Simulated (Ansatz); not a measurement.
A calculation with Ansatz (development build ahead of 0.2.0).

```yaml
crystal:
  periodic: [false, false, false]
  atoms:
    - { symbol: Mg, position_ang: [0.0, 0.0, 0.0] }
    - { symbol: S, position_ang: [0.0, 0.0, 3.852] }
basis:
  gaussian: { orbitals: def2-SVP }
magnetization:
  spin_polarized: true
hamiltonian:
  xc: hf
scf:
  omitted_lower_state_checks: [starts, atomic_configurations, cluster_reference, orbital_swaps, given_window_search, neighbouring_geometries, increment]
output:
  forces: true
```

The input is written out in the form of the current development build from the run's settings.

Results

| Item | Value |
| --- | --- |
| Converged | yes |
| Total energy | -596.88404 hartree |
| Spin squared of the determinant | 1.142 |
| Stability test | minimum |

Forces (eV/Å):
```tsv
atom	Fx	Fy	Fz
Mg1	0.000	0.000	0.215
S2	0.000	0.000	-0.215
```

Caution: another spin multiplicity may lie lower; the unrestricted determinant is a mixture of spin states.
